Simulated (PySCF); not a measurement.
# Broadened absorption spectrum of ethanimine

Ethanimine, C₂H₅N.
SMILES: `[H]/N=C\C`

Level of theory: PySCF 2.14.0, density-fitted response routines, TDDFT CAM-B3LYP/def2-SVPD, vertical, gas phase, core orbitals frozen in the response. Isolated species at its GFN2-xTB geometry, gas phase.

Computed states:

```json
{"state": "S1", "E (eV)": "5.33", "f": "0.0027"}
{"state": "S2", "E (eV)": "7.22", "f": "0.030"}
{"state": "S3", "E (eV)": "7.99", "f": "0.058"}
{"state": "S4", "E (eV)": "8.35", "f": "0.061"}
{"state": "S5", "E (eV)": "8.66", "f": "0.0037"}
{"state": "S6", "E (eV)": "8.79", "f": "0.318"}
{"state": "S7", "E (eV)": "9.12", "f": "0.0000"}
{"state": "S8", "E (eV)": "9.44", "f": "0.0005"}
```

Broadening: Gaussians 0.3 eV wide at half height, area fixed by f = 4.319×10⁻⁹ ∫ε dν̃. The width is an assumption, not a result. The curve ends short of the highest state used, and states not computed would add to its high-energy end.

Question: What does the envelope look like, and where are its maxima?

Answer: 
```json
{"E (eV)": "4.88", "ε (L mol⁻¹ cm⁻¹)": "0"}
{"E (eV)": "5.05", "ε (L mol⁻¹ cm⁻¹)": "21"}
{"E (eV)": "5.23", "ε (L mol⁻¹ cm⁻¹)": "176"}
{"E (eV)": "5.40", "ε (L mol⁻¹ cm⁻¹)": "210"}
{"E (eV)": "5.57", "ε (L mol⁻¹ cm⁻¹)": "42"}
{"E (eV)": "5.74", "ε (L mol⁻¹ cm⁻¹)": "1"}
{"E (eV)": "5.91", "ε (L mol⁻¹ cm⁻¹)": "0"}
{"E (eV)": "6.09", "ε (L mol⁻¹ cm⁻¹)": "0"}
{"E (eV)": "6.26", "ε (L mol⁻¹ cm⁻¹)": "0"}
{"E (eV)": "6.43", "ε (L mol⁻¹ cm⁻¹)": "0"}
{"E (eV)": "6.60", "ε (L mol⁻¹ cm⁻¹)": "0"}
{"E (eV)": "6.78", "ε (L mol⁻¹ cm⁻¹)": "6"}
{"E (eV)": "6.95", "ε (L mol⁻¹ cm⁻¹)": "269"}
{"E (eV)": "7.12", "ε (L mol⁻¹ cm⁻¹)": "1927"}
{"E (eV)": "7.29", "ε (L mol⁻¹ cm⁻¹)": "2327"}
{"E (eV)": "7.46", "ε (L mol⁻¹ cm⁻¹)": "475"}
{"E (eV)": "7.64", "ε (L mol⁻¹ cm⁻¹)": "138"}
{"E (eV)": "7.81", "ε (L mol⁻¹ cm⁻¹)": "1975"}
{"E (eV)": "7.98", "ε (L mol⁻¹ cm⁻¹)": "5312"}
{"E (eV)": "8.15", "ε (L mol⁻¹ cm⁻¹)": "3882"}
{"E (eV)": "8.33", "ε (L mol⁻¹ cm⁻¹)": "5593"}
{"E (eV)": "8.50", "ε (L mol⁻¹ cm⁻¹)": "5003"}
{"E (eV)": "8.67", "ε (L mol⁻¹ cm⁻¹)": "18525"}
{"E (eV)": "8.84", "ε (L mol⁻¹ cm⁻¹)": "26772"}
```

Maxima: 233 nm (5.33 eV), ε about 240, made up of S1 (100%); 172 nm (7.22 eV), ε about 2700, made up of S2 (100%); 155 nm (8.00 eV), ε about 5300, made up of S3 (98%); 148 nm (8.35 eV), ε about 5700, made up of S4 (97%); 141 nm (8.79 eV), ε about 29000, made up of S6 (99%) (ε in L mol⁻¹ cm⁻¹; maxima over ε = 5, shares over 10%).

Question: Coming from long wavelengths, where does ε first pass 100 L mol⁻¹ cm⁻¹?

Answer: At about 240 nm (5.16 eV), 0.17 eV below S1.

Question: On this curve, what absorbance would a 10⁻⁵ mol/L sample give at 248 nm over a 1 cm path?

Answer: 248 nm is 4.999 eV, where ε is about 8.1 L mol⁻¹ cm⁻¹, so A = ε c l ≈ 8.1e-05 (Beer–Lambert, with the gas-phase spectrum and the assumed width).

Question: What would ε be at 8.79 eV, the highest of these maxima, with half the width (0.15 eV)?

Answer: About 57100 L mol⁻¹ cm⁻¹ against 28800, a factor of about 1.99; a lone state at its own centre would give exactly 2.

On an x86-64 server with one thread, no GPU, shared host, this took 3.9 s of wall time.
